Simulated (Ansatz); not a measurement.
Consider the isomerisation: `C[C@@H](F)[C@H](F)Cl` → `CC(F)(F)CCl`.

Calculated with Ansatz (gas phase, PBE0-D4/def2-TZVP geometries, no zero-point term in ΔE). CCSD(T)/CBS is the MP2 limit (def2-TZVPP, def2-QZVPP) plus CCSD(T) − MP2 in def2-TZVPP, frozen cores. One conformer a species, not always the lowest.

`C[C@@H](F)[C@H](F)Cl`:

Z-matrix (Å, degrees):
```
C
C 1 1.505
H 1 1.092 2 110.7
H 1 1.089 2 110.9 3 -121.0
H 1 1.090 2 109.0 3 119.2
F 2 1.386 1 108.9 3 -63.8
C 2 1.517 1 114.2 3 54.1
H 2 1.095 1 111.9 3 177.5
F 7 1.355 2 109.7 1 -178.6
Cl 7 1.774 2 110.5 1 61.5
H 7 1.092 2 111.8 1 -58.1
```

`CC(F)(F)CCl`:

```xyz
11

C     0.802   -0.410   -0.958
C    -0.205   -0.509    0.149
F    -1.355   -1.058   -0.327
F     0.258   -1.368    1.110
C    -0.538    0.774    0.888
Cl   -1.168    2.031   -0.186
H     0.969   -1.405   -1.370
H     1.744   -0.017   -0.573
H     0.432    0.250   -1.742
H     0.359    1.157    1.371
H    -1.297    0.555    1.638
```

```tsv
species	CCSD(T)/CBS(def2) energy (Eh)
`C[C@@H](F)[C@H](F)Cl`	-776.52446
`CC(F)(F)CCl`	-776.53987
```

Task: Work out ΔE.

Result: ΔE = (-776.53987) − (-776.52446) = -0.01541 Eh = -40.5 kJ/mol.

Largest T1 diagnostic among the species: 0.011.

From PBE to PBE0 (25 % exact exchange), in def2-TZVPP and without D4, ΔE moves by −3.6 kJ/mol.
